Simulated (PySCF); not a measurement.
Sulfur: a sound run and one with changed settings

Sound run: S [Ne] 3s2 3p4, S⁺ [Ne] 3s2 3p3. Computed with PySCF 2.14 in x2c-SVPall (4s3p1d, 18 functions), with the spin-free X2C one-electron Hamiltonian (Gaussian nucleus). The sound run starts from symmetry-adapted Hartree-Fock orbitals and uses a fine grid where one is needed.

Changed run: 6 angular points. This setting is unsound on purpose.

```json
{"species": "S", "method": "UHF", "sound run (hartree)": "-398.43483", "changed run (hartree)": "-398.43483", "converged": "yes"}
{"species": "S", "method": "B3LYP", "sound run (hartree)": "-399.07189", "changed run (hartree)": "-399.09106", "converged": "yes"}
{"species": "S", "method": "r2SCAN", "sound run (hartree)": "-399.02428", "changed run (hartree)": "-399.12202", "converged": "yes"}
{"species": "S⁺", "method": "UHF", "sound run (hartree)": "-398.09772", "changed run (hartree)": "-398.09772", "converged": "yes"}
{"species": "S⁺", "method": "B3LYP", "sound run (hartree)": "-398.68877", "changed run (hartree)": "-398.68877", "converged": "yes"}
{"species": "S⁺", "method": "r2SCAN", "sound run (hartree)": "-398.64493", "changed run (hartree)": "-398.64493", "converged": "yes"}
```

Ionisation energy of S:

```tsv
method	sound run (eV)	changed run (eV)
UHF	9.173	9.173
B3LYP	10.425	10.947
```

A coarse angular grid integrates products of high-l functions wrongly, so density functionals can shift, and the SCF can exploit the error; Hartree-Fock and MP2 need no grid.

For comparison, NIST gives 10.360 eV between the lowest levels.
